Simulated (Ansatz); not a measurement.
Energy needed to pull apart CH3F (SMILES CF), singlet, into free ground-state atoms, from the structure below (displaced at random from its PBE0-D4/def2-TZVP minimum); no zero-point or spin–orbit terms; open-shell atoms are treated unrestricted, in their ground-state multiplicity.

C1  (0.054, 0.046, 0.147)
F2  (1.051, -0.588, -0.197)
H3  (-0.785, -0.640, 0.101)
H4  (-0.049, 0.764, -0.815)
H5  (0.095, 0.604, 0.860)
(Å)

Program: Ansatz 0.2.0. Basis: def2-TZVPP. Cores are frozen in the correlated methods.

```
   method  atomization energy (eV)
   PBE-D4                    16.73
r2SCAN-D4                    16.45
  PBE0-D4                        ?
  wB97M-V                    16.50
       HF                        ?
      MP2                    16.29
     CCSD                    15.89
  CCSD(T)                    16.07
```

Q: What does PBE0-D4 give? (An estimate is asked for; the value comes from the calculation.)

A: Computed: 16.46 eV, which is about 0.39 eV more than CCSD(T)/def2-TZVPP.

Q: What does HF give? (Judge from chemistry; the value comes from the calculation.)

A: By the calculation: 11.83 eV, which is about 4.24 eV less than CCSD(T)/def2-TZVPP.

In triple zeta the MP2 and coupled-cluster atomization energies are still short of their basis limit by a few kcal/mol a bond, whereas those of the functionals are nearly converged, so these differences are not deviations from converged CCSD(T).

No T1 diagnostic of these runs exceeds 0.009.

For scale, one of the runs: CCSD(T)/def2-TZVPP forces, 104 basis functions (an equivalent command: `ansatz run in.yaml --threads 2`). The run took about 15 s on 2 CPU threads (shared host).
